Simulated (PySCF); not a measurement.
## Partial charges of C2H5F

C2H5F.
Numbering: `[CH3:1][CH2:2][F:3]` (hydrogens: H4, H5, H6 on C1; H7, H8 on C2)

Cartesian coordinates in Å at the PBE0-D3(BJ)/def2-SVP level; atoms count from 1:
```xyz
8
C2H5F angstrom
C      0.7616    0.0787    0.0553
C     -0.7288   -0.1283   -0.0188
F     -1.3143    0.8759   -0.7520
H      1.2335   -0.7219    0.6446
H      1.2052    0.0747   -0.9514
H      0.9964    1.0427    0.5304
H     -1.1806   -0.1280    0.9887
H     -0.9727   -1.0930   -0.4975
```

Density: PBE0/pcSseg-1 (PySCF); schemes: Mulliken, IAO, Hirshfeld and ESP-fitted. Isolated species at its PBE0-D3(BJ)/def2-SVP geometry, gas phase.

Task: Atoms with like bonding are taken together and averaged. Do the Mulliken, IAO, Hirshfeld and ESP-fitted schemes agree on where the charge is lowest?

Result: The schemes don't all agree: Mulliken C1 (-0.346); IAO C1 (-0.430); Hirshfeld F3 (-0.129); ESP-fitted F3 (-0.301).

Task: At which atom do the 4 schemes differ most?

Result: At C2: from +0.028 (Hirshfeld) to +0.366 e (ESP-fitted), 0.338 e apart.

Task: Do the Mulliken, IAO, Hirshfeld and ESP-fitted schemes agree on where the charge is highest?

Result: The schemes don't all agree: Mulliken H4/H5/H6 (+0.123); IAO H4/H5/H6 (+0.147); Hirshfeld H4/H5/H6 (+0.046); ESP-fitted C2 (+0.366).

Task: Give the atomic charges in each scheme.

Result: In e; atoms taken as equivalent share a row and are averaged (×n: the atom named and its like, n in all):

```
    atom         environment  Mulliken     IAO  Hirshfeld  ESP-fitted
      C1       methyl carbon    -0.346  -0.430     -0.122      -0.270
      C2      sp3 C–F carbon    +0.117  +0.055     +0.028      +0.366
      F3      alkyl fluorine    -0.342  -0.329     -0.129      -0.301
H4/H5/H6     methyl hydrogen    +0.123  +0.147     +0.046      +0.075
   H7/H8  methylene hydrogen    +0.101  +0.132     +0.042      -0.010
```

Mean size of the charges over all atoms: IAO 0.190 e, Mulliken 0.172 e, ESP-fitted 0.148 e, Hirshfeld 0.063 e. Each set sums to the total charge, 0, to within 0.001 e. The IAO scheme counts the electrons in orthogonalised intrinsic atomic orbitals, a minimal basis polarised so that it spans the occupied orbitals exactly.

Task: How closely do the schemes follow one another over all atoms?

Result: Correlation coefficient and root-mean-square difference: Mulliken with Hirshfeld 1.00, 0.127 e; IAO with Hirshfeld 0.99, 0.151 e; Mulliken with IAO 0.99, 0.043 e; Mulliken with ESP-fitted 0.84, 0.112 e; Hirshfeld with ESP-fitted 0.79, 0.148 e; IAO with ESP-fitted 0.75, 0.150 e.

Task: How many electrons does the Hirshfeld scheme count on C1?

Result: Z − q = 6 − (-0.122) = 6.122.

These values come from a run that also computed NMR shieldings. Time: 4.8 s. Hardware: one thread of an Arm Neoverse N1, on a shared host.
